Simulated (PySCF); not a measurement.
acetone (C3H6O), SMILES CC(C)=O.

Coordinates come from a PBE0-D3(BJ)/def2-SVP optimisation.

Level of theory: TDDFT-PBE/def2-SVPD (PySCF).

Vertical excitations. The molecule is in vacuum. State labels are in the subgroup C2v.

Computed excitation energies, oscillator strengths and character:
```
state  symmetry  energy (eV)  λ (nm)      f         main pairs
-----  --------  -----------  ------  -----  -----------------
S1           A2         4.27     290  0.000    HOMO→LUMO 100 %
S2           B1         5.58     222  0.027  HOMO→LUMO+1 100 %
S3           A1         6.79     183  0.003   HOMO→LUMO+2 98 %
S4           B1         7.29     170  0.010  HOMO→LUMO+3 100 %
S5           A2         7.51     165  0.000   HOMO→LUMO+4 91 %
S6           A2         7.58     164  0.000   HOMO−2→LUMO 91 %
S7           B1         7.65     162  0.038   HOMO→LUMO+5 99 %
S8           A1         8.06     154  0.063   HOMO→LUMO+6 98 %
S9           B2         8.19     151  0.001   HOMO−3→LUMO 94 %
S10          B1         8.22     151  0.007   HOMO→LUMO+7 90 %
T1           A2         3.68     337      0    HOMO→LUMO 100 %
T2           B1         5.50     225      0  HOMO→LUMO+1 100 %
T3           A1         6.07     204      0   HOMO−1→LUMO 96 %
T4           A1         6.63     187      0   HOMO→LUMO+2 99 %
```
Triplets are in the Tamm–Dancoff approximation, which puts them higher than full response would, so one can lie above its singlet here.
